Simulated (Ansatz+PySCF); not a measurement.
A calculation with Ansatz (development build ahead of 0.2.0).

```yaml
crystal:
  periodic: [false, false, false]
  atoms:
    - { symbol: O, position_ang: [0.0, 0.0, -0.23868] }
    - { symbol: H, position_ang: [0.0, 0.0, 1.90946] }
    - { symbol: H, position_ang: [30.0, 0.0, -0.57066] }
    - { symbol: H, position_ang: [30.0, 0.0, 0.57066] }
basis:
  gaussian: { orbitals: "6-31G" }
magnetization:
  spin_polarized: true
  initial_magnetization: 1
hamiltonian:
  xc: hf
correlation:
  method: mp2
  frozen_orbitals: { H: 0, O: 1 }
output:
  forces: true
```

The input is written out in the form of the current development build from the run's settings.

Output:

```yaml
Converged: yes
Reference_energy: -76.34682 hartree
Correlation_energy: -0.07369 hartree
Total_energy: -76.42051 hartree
Spin_squared_of_the_determinant: 1.701
Stability_test: minimum
```

Forces (eV/Å):
```
atom     Fx     Fy      Fz
  O1  0.000  0.000   0.219
  H2  0.000  0.000  -0.219
  H3  0.000  0.000   4.993
  H4  0.000  0.000  -4.993
```

Caution: large amplitudes, a single reference is doubtful; the unrestricted determinant is a mixture of spin states.
